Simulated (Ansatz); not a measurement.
## WN₃H₅O, singlet: from triple and quadruple zeta to the limit

```xyz
10

N    -1.3343    0.3168   -1.2453
W     0.0486    0.1848   -0.1758
N     1.2480   -0.9861   -0.7001
N    -0.6357   -0.4548    1.5376
O     0.8674    1.9112   -0.0462
H    -1.9330    0.1580   -2.0476
H     1.6501   -1.6948   -1.3049
H    -0.1322   -1.0944    2.1439
H    -1.6013   -0.3584    1.8354
H     1.8225    2.0177    0.0029
```

Ansatz 0.2.0, RHF determinant, valence electrons correlated, core potentials past Kr. Energies in eV.

```tsv
set	X	functions	Hartree–Fock	MP2 correlation	CCSD(T) correlation	time
def2-TZVPP	3	250	-8373.1357	-31.4881	-32.3651	7 s on 1 × NVIDIA H100 80GB HBM3 with 1 thread of AMD EPYC 7R13 Processor (Zen 3) (shared host)
def2-QZVPP	4	459	-8373.4806	-33.5256	-34.2291	24 s on 1 × NVIDIA H100 80GB HBM3 with 1 thread of AMD EPYC 7R13 Processor (Zen 3), on a shared host
```

Hartree–Fock is taken to follow E(X) = E∞ + A·exp(−7.88·√X), correlation E(X) = E∞ + B·X^−2.97.

Cautions: no spin-orbit coupling; outer-core shells of the metal frozen.

Question: Work out the CCSD(T) energy at the limit, and how far the shortcut misses it that extrapolates MP2 and adds CCSD(T) minus MP2 from the smaller set.

Answer: Hartree–Fock: E∞ = E4 + 0.1377·(E4 − E3) = -8373.5281. Correlation: E∞ = E4 + 0.7407·(E4 − E3) = -35.6098 for CCSD(T) and -35.0348 for MP2. The limit is -8409.1379 eV, 1.428 eV below def2-QZVPP. The shortcut gives a correlation energy of -35.0348 + (-0.8770) = -35.9118, 302 meV lower than the direct value.

The exponents were fitted on light atoms, and def2 sets of heavy atoms don't grow evenly, so the limit is rough here.
